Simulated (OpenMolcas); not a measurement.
# One shape, several levels: COF2 (carbonyl fluoride)

We compute a comparison of 6 runs (HF/3-21G, HF/aug-cc-pVDZ, B3LYP/6-31G*, B3LYP/aug-cc-pVDZ, BHLYP/aug-cc-pVDZ, M06-L/aug-cc-pVDZ) of COF2 (carbonyl fluoride). 

The results are computed with OpenMolcas 26.06.

**1. The system as given**

COF2: 4 atoms, total charge 0, spin state singlet. As SMILES, `O=C(F)F`. Geometry: relaxed at PBE0-D4/def2-TZVP.

Bond lengths: O1–C2 1.169 Å, C2–F3 1.309 Å, C2–F4 1.309 Å. Angles: O1–C2–F3 126.1°, O1–C2–F4 126.1°, F3–C2–F4 107.8°.

**2. Energy and gradient at HF/3-21G (run 1)**

calc.input reads:

```
>>> EXPORT MOLCAS_PRINT=2

&GATEWAY
 BasLib
 $CurrDir
 Coord
 4
 angstrom
 O       -1.242660      -0.157400       0.153910
 C       -0.091830      -0.011630       0.011370
 F        0.845490      -0.826670       0.424670
 F        0.488990       0.995700      -0.589960
 Basis
 3-21G
 Group
 NoSym

&SEWARD

&SCF
 Thresholds
 1e-10 1e-07 1e-07 1e-05
 PrOrbitals
 1 2

&ALASKA
```

The basis set 3-21G is read from a file made from the Basis Set Exchange's data (not shown).

Launch:

```bash
$ export MOLCAS_MEM=1860
$ pymolcas calc.input > calc.log
```

Output:

```text
--- Start Module: gateway ---
[...]
--- Stop Module: gateway /rc=_RC_ALL_IS_WELL_ ---
[...]
      Basis functions           36
[...]
--- Start Module: scf ---
[...]
       Convergence after  13 Iterations
[...]
::    Total SCF energy                               -309.9038736429
[...]
      Total spin, S                                     0.0000000000
[...]
      Total electronic charge=   32.000000
      Total            charge=   -0.000000
[...]
      Dipole Moment (debye):
      Origin of the operator (angstrom)=    0.0663    0.0084   -0.0082
                   X=  9.8161E-01               Y=  1.2435E-01               Z= -1.2159E-01           Total=  9.9690E-01
      Quadrupole Moment (debye*angstrom):
[...]
--- Stop Module: scf /rc=_RC_ALL_IS_WELL_ ---
--- Start Module: alaska ---
[...]
 *              Molecular gradients               *
 **************************************************
  Irreducible representation: a
 ------------------------------------------------------------------------------------------
                              X                       Y                       Z
 ------------------------------------------------------------------------------------------
  O1                3.56129800229255E-03    4.51001507112636E-04   -4.40965365061885E-04
  C2                9.66251795962947E-03    1.22719229878931E-03   -1.19883783005015E-03
  F3               -9.01369126230200E-03    1.14450422266348E-02   -6.01953210567174E-03
  F4               -4.21012469962001E-03   -1.31232360325342E-02    7.65933530078655E-03
 ------------------------------------------------------------------------------------------
--- Stop Module: alaska /rc=_RC_ALL_IS_WELL_ ---
[...]
```

Wall time 1.8 s (1 thread of Arm Neoverse V2, shared host); peak memory 0.37 GiB.

**3. Energy and gradient at HF/aug-cc-pVDZ (run 2)**

job.input reads:

```
&GATEWAY
 BasLib = $CurrDir
 Coord
 4
 angstrom
 O       -1.242660      -0.157400       0.153910
 C       -0.091830      -0.011630       0.011370
 F        0.845490      -0.826670       0.424670
 F        0.488990       0.995700      -0.589960
 Basis = aug-cc-pVDZ
 Group = NoSym

&SEWARD

&SCF
 Thresholds = 1e-10 1e-07 1e-07 1e-05
 PrOrbitals = 1 1

&ALASKA
```

The basis set aug-cc-pVDZ is read from a file made from the Basis Set Exchange's data (not shown).

Launch:

```bash
$ export MOLCAS_MEM=1860
$ pymolcas job.input > job.log
```

Output:

```text
--- Start Module: gateway ---
[...]
--- Stop Module: gateway /rc=_RC_ALL_IS_WELL_ ---
[...]
      Basis functions           92
[...]
--- Start Module: scf ---
[...]
       Convergence after  15 Iterations
[...]
::    Total SCF energy                               -311.6551150765
[...]
      Total spin, S                                     0.0000000000
[...]
      Total electronic charge=   32.000000
      Total            charge=   -0.000000
[...]
      Dipole Moment (debye):
      Origin of the operator (angstrom)=    0.0663    0.0084   -0.0082
                   X=  1.1703E+00               Y=  1.4825E-01               Z= -1.4496E-01           Total=  1.1885E+00
      Quadrupole Moment (debye*angstrom):
[...]
--- Stop Module: scf /rc=_RC_ALL_IS_WELL_ ---
[...]
--- Start Module: alaska ---
[...]
 *              Molecular gradients               *
 **************************************************
  Irreducible representation: a
 ------------------------------------------------------------------------------------------
                              X                       Y                       Z
 ------------------------------------------------------------------------------------------
  O1               -3.26487621482912E-02   -4.13552090573965E-03    4.04394419996068E-03
  C2                1.02136800708728E-02    1.29623264614742E-03   -1.26671003952383E-03
  F3                1.37260066123641E-02   -1.13983717838906E-02    5.74794325666961E-03
  F4                8.70907546510313E-03    1.42376600435021E-02   -8.52517741712155E-03
 ------------------------------------------------------------------------------------------
--- Stop Module: alaska /rc=_RC_ALL_IS_WELL_ ---
[...]
```

It took 8.7 s on 1 thread of Arm Neoverse V2, shared host; peak memory 0.5 GiB.

Runs 3 to 4 aren't shown in full; the table further down has their settings and results.

**4. Energy and gradient at BHLYP/aug-cc-pVDZ (run 5)**

test.inp reads:

```
&gateway
baslib = $CurrDir
coord
4
angstrom
O       -1.242660      -0.157400       0.153910
C       -0.091830      -0.011630       0.011370
F        0.845490      -0.826670       0.424670
F        0.488990       0.995700      -0.589960
basis = aug-cc-pVDZ
group = NoSym
&seward
gridinput
Grid=UltraFine
End of Grid
&scf
ksdft = HYB_GGA_XC_BHANDHLYP
thresholds = 1e-10 1e-07 1e-07 1e-05
prorbitals = 1 1
&alaska
```

The basis set aug-cc-pVDZ is read from a file made from the Basis Set Exchange's data (not shown).

Launch:

```bash
$ export MOLCAS_MEM=1860
$ pymolcas test.inp > test.log
```

Output:

```text
--- Start Module: gateway ---
[...]
--- Stop Module: gateway /rc=_RC_ALL_IS_WELL_ ---
[...]
      Basis functions           92
[...]
--- Start Module: scf ---
[...]
       Convergence after  13 Iterations
[...]
::    Total KS-DFT energy                            -312.9271341048
[...]
      Total spin, S                                     0.0000000000
[...]
      Total electronic charge=   32.000000
      Total            charge=   -0.000000
[...]
      Dipole Moment (debye):
      Origin of the operator (angstrom)=    0.0663    0.0084   -0.0082
                   X=  1.0875E+00               Y=  1.3776E-01               Z= -1.3470E-01           Total=  1.1044E+00
      Quadrupole Moment (debye*angstrom):
[...]
--- Stop Module: scf /rc=_RC_ALL_IS_WELL_ ---
[...]
--- Start Module: alaska ---
[...]
 *              Molecular gradients               *
 **************************************************
  Irreducible representation: a
 ------------------------------------------------------------------------------------------
                              X                       Y                       Z
 ------------------------------------------------------------------------------------------
  O1               -8.96051953228394E-03   -1.13504082647609E-03    1.10994448946844E-03
  C2                5.10789701887937E-03    6.49387102562571E-04   -6.34211151589792E-04
  F3                2.34436489859569E-03   -1.88942391761593E-03    9.49245212201966E-04
  F4                1.50825761484175E-03    2.37507764152056E-03   -1.42497855008195E-03
 ------------------------------------------------------------------------------------------
--- Stop Module: alaska /rc=_RC_ALL_IS_WELL_ ---
[...]
```

Run time: 22 s. Hardware: 1 thread of Arm Neoverse V2, shared host; peak memory 0.5 GiB.

**5. Energy and gradient at M06-L/aug-cc-pVDZ (run 6)**

job.inp reads:

```
* CF2O Kohn-Sham DFT
&gateway
baslib
$CurrDir
coord
4
angstrom
O       -1.242660      -0.157400       0.153910
C       -0.091830      -0.011630       0.011370
F        0.845490      -0.826670       0.424670
F        0.488990       0.995700      -0.589960
basis
aug-cc-pVDZ
group
NoSym
&seward
gridinput
Grid=UltraFine
End of Grid
&scf
ksdft
M06L
thresholds
1e-10 1e-07 1e-07 1e-05
prorbitals
0
&alaska
```

The basis set aug-cc-pVDZ is read from a file made from the Basis Set Exchange's data (not shown).

Launch:

```bash
$ export MOLCAS_MEM=1860
$ pymolcas job.inp > job.log
```

Output:

```text
--- Start Module: gateway ---
[...]
--- Stop Module: gateway /rc=_RC_ALL_IS_WELL_ ---
[...]
      Basis functions           92
[...]
--- Start Module: scf ---
[...]
       Convergence after  16 Iterations
[...]
::    Total KS-DFT energy                            -313.0259184993
[...]
      Total spin, S                                     0.0000000000
[...]
      Total electronic charge=   32.000000
      Total            charge=   -0.000000
[...]
      Dipole Moment (debye):
      Origin of the operator (angstrom)=    0.0663    0.0084   -0.0082
                   X=  1.0565E+00               Y=  1.3384E-01               Z= -1.3087E-01           Total=  1.0730E+00
      Quadrupole Moment (debye*angstrom):
[...]
--- Stop Module: scf /rc=_RC_ALL_IS_WELL_ ---
[...]
--- Start Module: alaska ---
[...]
 *              Molecular gradients               *
 **************************************************
  Irreducible representation: a
 ------------------------------------------------------------------------------------------
                              X                       Y                       Z
 ------------------------------------------------------------------------------------------
  O1                2.06740151624842E-02    2.61797506259187E-03   -2.56017938509912E-03
  C2               -3.69097856694101E-03   -4.65250562557418E-04    4.55702226544119E-04
  F3               -1.01539875322469E-02    7.42310830876569E-03   -3.67997279617960E-03
  F4               -6.82904906329718E-03   -9.57583280885110E-03    5.78444995470839E-03
 ------------------------------------------------------------------------------------------
--- Stop Module: alaska /rc=_RC_ALL_IS_WELL_ ---
[...]
```

Run time: 34 s. Hardware: 1 thread of Arm Neoverse V2, shared host; peak memory 0.5 GiB.

**6. Overview of the runs**

```
run                               level  integration grid  energy (Eh)  dipole moment (D)  HOMO energy (eV)  LUMO energy (eV)  wall time
  1                            HF/3-21G                 –  -309.903874               1.00            -14.98              4.33      1.8 s
  2                      HF/aug-cc-pVDZ                 –  -311.655115               1.19            -15.20              1.74      8.7 s
  3  B3LYP/6-31G* (spherical functions)         UltraFine  -313.003215               1.18             -9.57             -0.26      9.3 s
  4                   B3LYP/aug-cc-pVDZ         UltraFine  -313.058622               1.09            -10.12             -0.89       22 s
  5                   BHLYP/aug-cc-pVDZ         UltraFine  -312.927134               1.10            -12.27              0.40       22 s
  6                   M06-L/aug-cc-pVDZ         UltraFine  -313.025918               1.07             -8.90             -1.32       34 s
```

**7. Results**

```
                       quantity          value
            run 6: total energy  -313.02592 Eh
           run 6: dipole moment         1.07 D
             run 6: HOMO energy       -8.90 eV
             run 6: LUMO energy       -1.32 eV
           run 6: HOMO–LUMO gap        7.58 eV
run 6: largest force on an atom     1.080 eV/Å
```

The dipole moment (its size) runs from 1.00 D (HF/3-21G) to 1.19 D (HF/aug-cc-pVDZ). The HOMO–LUMO gap runs from 7.58 eV (M06-L/aug-cc-pVDZ) to 19.31 eV (HF/3-21G). The two ends differ in method and basis. Totals of different functionals can't be ranked against each other. All runs together took 98 s, the longest 34 s.
